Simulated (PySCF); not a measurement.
Phosphine, H₃P, SMILES P, point group C3v.

Level: PBE0/pcSseg-2 in PySCF (density fitting, grid level 2); geometry and Hessian at that level, cubic constants and property derivatives from steps of ±0.6 along each species' dimensionless normal coordinates, second-order vibrational perturbation theory. The parent has the commonest isotopes.

Equilibrium geometry (Å):

```
atom        x        y        z
  P1  -0.0007   0.0087   0.5554
  H2  -0.5102   1.0738  -0.2328
  H3   1.2028  -0.0777  -0.1925
  H4  -0.6509  -0.9857  -0.2216
```

Species: ²H at 2. Output of the displacement run:

```
mode    cm-1    km/mol   phi_rrr   E(+)/cm-1  E(-)/cm-1
  1    898.86    13.85      55.4     163.93     159.87
  2    979.66    10.71      -0.5     176.42     176.36
  3   1107.60    10.36     -43.0     197.73     200.92
  4   1736.58    26.73     839.9     344.70     284.28
  5   2414.04    41.89     974.7     471.39     401.34
  6   2422.65    60.91     -16.2     437.31     438.51
```

For the shielding of H3 (σe = 29.37 ppm):

```json
{"mode": "1", "ω (cm⁻¹)": "899", "Σr φrrs (cm⁻¹)": "-33", "∂σ/∂q": "0.390", "∂²σ/∂q²": "-0.176"}
{"mode": "2", "ω (cm⁻¹)": "980", "Σr φrrs (cm⁻¹)": "-2", "∂σ/∂q": "-0.073", "∂²σ/∂q²": "-0.211"}
{"mode": "3", "ω (cm⁻¹)": "1108", "Σr φrrs (cm⁻¹)": "13", "∂σ/∂q": "-0.087", "∂²σ/∂q²": "-0.392"}
{"mode": "4", "ω (cm⁻¹)": "1737", "Σr φrrs (cm⁻¹)": "846", "∂σ/∂q": "0.220", "∂²σ/∂q²": "-0.044"}
{"mode": "5", "ω (cm⁻¹)": "2414", "Σr φrrs (cm⁻¹)": "1515", "∂σ/∂q": "1.679", "∂²σ/∂q²": "0.242"}
{"mode": "6", "ω (cm⁻¹)": "2423", "Σr φrrs (cm⁻¹)": "-9", "∂σ/∂q": "1.319", "∂²σ/∂q²": "0.116"}
```

Work out the zero-point average of this shielding.

With ⟨qs⟩ = −Σr φrrs/(4ωs) and ⟨qs²⟩ = 1/2: the mean displacements are 0.009, 0.001, -0.003, -0.122, -0.157, 0.001. The anharmonic term Σ (∂σ/∂q)⟨q⟩ is -0.28 ppm, the harmonic term ¼ Σ ∂²σ/∂q² is -0.12 ppm, so ⟨σ⟩ = 28.97 ppm.
